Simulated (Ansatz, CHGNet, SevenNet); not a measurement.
Polycrystal shear modulus (GPa) of solids drawn from the class of elemental solids other than molecular ones, from the machine-learned potential CHGNet 0.3.0 (trained on PBE and PBE+U data); the machine-learned potential CHGNet-r²SCAN (trained on r²SCAN data); the machine-learned potential SevenNet-0 (trained on PBE and PBE+U data); the machine-learned potential SevenNet-l3i5 (trained on PBE and PBE+U data); PBE (PAW; Ansatz, a first-principles code); PBEsol (Ansatz, plane waves, PAW); r²SCAN (Ansatz, PAW).

```tsv
solid	CHGNet 0.3.0	CHGNet-r²SCAN	SevenNet-0	SevenNet-l3i5	PBE	PBEsol	r²SCAN
fcc Ir	76.8	47.3	64.1	123	221	244	___
fcc Sr	6.01	6.44	7.38	6.76	5.71	6.57	___
fcc Cu	31.1	35.8	37.7	40.2	52.4	61.9	59.2
fcc Al	6.65	15.9	22.4	17.6	24.3	27.0	35.5
fcc Ag	14.6	18.5	15.7	21.6	27.9	37.0	29.8
fcc Ca	4.43	3.88	6.97	7.18	8.54	8.51	9.46
fcc Pb	2.47	1.77	4.65	2.26	10.9	12.4	10.3
hcp Os	51.2	61.8	55.1	114	263	284	281
hcp Y	7.99	3.17	4.80	14.2	26.5	27.1	24.7
hcp Zr	9.48	9.01	5.10	21.7	34.4	32.0	40.9
```

Complete the blanks.


- fcc Ir, r²SCAN: 239
- fcc Sr, r²SCAN: 5.19

The levels part most in proportion for hcp Y (3.17 to 27.1 GPa) and least for fcc Sr (5.19 to 7.38 GPa).

Ansatz's runs of these crystals have no spin polarisation. A magnetic state wasn't tried for hcp Y with meta-GGA or hybrid levels, which favour moments.

Each level is taken at its own relaxed cell. Ansatz's density-functional and Hartree–Fock values are scalar-relativistic unless marked +SOC, with PAW data made under PBE.

Machine-learned potentials (CHGNet 0.3.0, CHGNet-r²SCAN, SevenNet-0, SevenNet-l3i5) are trained on DFT data: a solid inside that data is no test of them.
